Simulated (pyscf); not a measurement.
5 gas-phase steps of one pattern: four-centre exchange on the singlet surface, Al–O + H–S or B–O + H–O or Ga–O + H–O or H–O + In–O broken and Al–S + H–O or B–O + H–O or Ga–O + H–O or H–O + In–O formed. Single points on ωB97X-D3(BJ)/def2-SVP structures (PySCF, gas phase). Electronic energies in kcal/mol, between the relaxed ends of the descent from the saddle (adducts or complexes of the species named), with the reactant end as zero; ΔE‡ and ΔE at ωB97X-D3(BJ)/def2-TZVP. Rows were drawn at random from the steps of this pattern with a verified saddle, stable references and a bound adduct at one end at least.

```
row                                                                                                                                       step    ΔE   ΔE‡
---  -----------------------------------------------------------------------------------------------------------------------------------------  ----  ----
1                        HO–Al(OH)–OH (SMILES [OH][Al]([OH])[OH]) + H₂S (SMILES S) → HO–Al(OH)–SH (SMILES [OH][Al]([OH])[SH]) + H₂O (SMILES O)  -6.3     ?
2                               HO–SiH₃ (SMILES O[SiH3]) + HO–GaH₂ (SMILES [OH][GaH2]) → H₃Si–O–GaH₂ (SMILES [SiH3][O][GaH2]) + H₂O (SMILES O)  -6.1   4.0
3    HO–SiH₃ (SMILES O[SiH3]) + HO–In(OH)–OH (SMILES [OH][In]([OH])[OH]) -> HO–In(OH)–O–SiH₃ (SMILES [OH][In]([OH])[O][SiH3]) + H₂O (SMILES O)  -6.0   4.4
4                                           H₂B–O–GeH₃ (SMILES B[O][GeH3]) + H₂O (SMILES O) → HO–GeH₃ (SMILES [OH][GeH3]) + H₂B–OH (SMILES BO)  -1.5  12.8
5                                                H₂B–O–SiH₃ (SMILES BO[SiH3]) + H₂O (SMILES O) → HO–SiH₃ (SMILES O[SiH3]) + H₂B–OH (SMILES BO)  +1.0  15.0
```

Question: From a straight line through the complete rows, estimate the missing barrier and say how far the line can be trusted.

Answer: Over the 4 complete rows the means are -3.1 (ΔE) and 9.1 (ΔE‡); least squares gives b = 1.61 and a = 14.1 kcal/mol, with residuals of 0.7 kcal/mol (root mean square; largest 1.1, row 4). For row 1: 14.1 + 1.61 × (-6.3) = 4.0 kcal/mol, an extrapolation. The computed barrier is 9.2 kcal/mol, 5.2 over the line. The line follows the complete rows closely but misses this one by more than their scatter. Each barrier is that of the saddle found. Elements up to Kr have no core potential and no relativistic terms here. Elements past Kr carry the def2 core potentials, without spin-orbit coupling.
